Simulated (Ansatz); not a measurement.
Relaxation of BClFH (4 atoms, charge 0, multiplicity 1), to a largest force component of 0.02 eV/Å in at most 40 steps.

The calculation used Ansatz 0.2.0, RKS PBE/def2-mTZVP.

```xyz
4
Properties=species:S:1:pos:R:3:forces:R:3
B 0.000 0.000 0.000 1.21 0.00 -0.74
H 0.000 0.000 1.190 0.13 0.00 0.06
Cl 1.611 0.000 -0.930 -1.55 0.00 0.81
F -1.143 0.000 -0.660 0.21 0.00 -0.13
```

Q: Where does it end, and by what steps?

A: The run converged. After 4 steps the energy has fallen by 0.097 eV; Cl3 moved furthest, 0.08 Å.

| step | energy less start (eV) | largest force component (eV/Å) | accepted |
| --- | --- | --- | --- |
| 0 | 0.0000 | 1.548 | yes |
| 1 | -0.0706 | 0.906 | yes |
| 2 | -0.0460 | 1.650 | no |
| 3 | -0.0965 | 0.146 | yes |
| 4 | -0.0971 | 0.016 | yes |

```xyz
4
Properties=species:S:1:pos:R:3
B 0.024 0.000 -0.008
H 0.021 0.000 1.186
Cl 1.541 0.000 -0.898
F -1.119 0.000 -0.680
```

Whether the end is a true minimum wasn't checked by a vibrational analysis.

Time of the run: 6.6 s on 1 thread of Arm Neoverse V2, with other jobs on the host, peak memory 0.12 GiB.
